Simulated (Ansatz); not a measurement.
Na2Cl, 3 atoms. Hardware: 4 threads of Arm Neoverse V1 on a shared host.

Correlated methods freeze 7 core orbitals; core or outer-core shells of Na are correlated, in sets that lack core-valence functions.

(1) How many basis functions does each of these Ansatz runs have, and roughly what does it cost? RPA@PBE/def2-TZVP, charge 0 quartet, energy, from earlier orbitals; B2PLYP/def2-TZVP, charge 0 quartet, energy, from earlier orbitals; r2SCAN-D4/def2-TZVP, charge 0 doublet, energy and forces, from earlier orbitals; HF/STO-3G, charge 0 doublet, energy; revPBE-D4/def2-TZVP, charge 0 quartet, energy, from earlier orbitals; PBE-D4/def2-TZVP, charge 0 doublet, energy, from earlier orbitals; B97M-V/def2-TZVP, charge 0 quartet, energy, from earlier orbitals; B2PLYP/def2-TZVP, charge 0 doublet, energy, from earlier orbitals; BHLYP-D4/def2-TZVP, charge 0 quartet, energy, from earlier orbitals; HF/STO-3G, charge 0 quartet, energy; PBE0-D4/def2-TZVPD, charge -1 triplet at the geometry of the charge 0 doublet, energy; PBE0-D4/def2-TZVP, charge 1 singlet, energy, from earlier orbitals.

Results:

(1) Other jobs shared the machine, so times can vary by a factor of up to 3. A dash marks memory too small to be measured apart from the calling script's.

```
                                                                                  run  functions  fitting or Cholesky vectors  wall time  peak host memory (GiB)
                                                  HF/STO-3G, charge 0 quartet, energy         27                          256      0.1 s                       –
                                                  HF/STO-3G, charge 0 doublet, energy         27                          260      0.1 s                       –
                   PBE0-D4/def2-TZVP, charge 1 singlet, energy, from earlier orbitals        101                          840      0.6 s                       –
                    PBE-D4/def2-TZVP, charge 0 doublet, energy, from earlier orbitals        101                          810      1.2 s                       –
                    B2PLYP/def2-TZVP, charge 0 doublet, energy, from earlier orbitals        101                          782      2.1 s                       –
PBE0-D4/def2-TZVPD, charge -1 triplet at the geometry of the charge 0 doublet, energy        116                          968      2.3 s                       –
                 revPBE-D4/def2-TZVP, charge 0 quartet, energy, from earlier orbitals        101                          810      2.4 s                       –
                   RPA@PBE/def2-TZVP, charge 0 quartet, energy, from earlier orbitals        101                          782      2.5 s                       –
                  BHLYP-D4/def2-TZVP, charge 0 quartet, energy, from earlier orbitals        101                          877      3.2 s                       –
                    B2PLYP/def2-TZVP, charge 0 quartet, energy, from earlier orbitals        101                          782      3.7 s                       –
      r2SCAN-D4/def2-TZVP, charge 0 doublet, energy and forces, from earlier orbitals        101                          810      3.7 s                       –
                    B97M-V/def2-TZVP, charge 0 quartet, energy, from earlier orbitals        101                          810       13 s                       –
```
